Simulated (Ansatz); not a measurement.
Species: NH, net charge 0, singlet state. This is an excited singlet: at this geometry the triplet lies 1.85 eV lower at CCSD(T)/CBS(aug-cc-pVTZ,aug-cc-pVQZ). 
Geometry from a B3LYP-D3(BJ)/def2-TZVP (Ansatz, an electronic-structure program) optimisation:
```xyz
2

N      0.0000     0.0000    -0.1300
H      0.0000     0.0000     0.9099
```

Q: Give the harmonic wavenumbers at B3LYP-D3(BJ)/def2-TZVP (Ansatz, finite differences of forces, unscaled).

A: 3285 cm⁻¹. Zero-point energy 4.7 kcal/mol.

Q: From these and the geometry, give the ideal-gas thermochemistry at 298.15 K and 1 atm (rigid rotor, harmonic oscillator).

A: Point group C∞v, rotational symmetry number 1. Rotational constants 497.1, 497.1 GHz. S(trans) 34.07, S(rot) 7.01, S(vib) 0.00, S(elec, spin only) 0.00, S 41.1 cal/(mol K). H(298) - H(0) 2.07 kcal/mol; G - E(el) -5.5 kcal/mol.
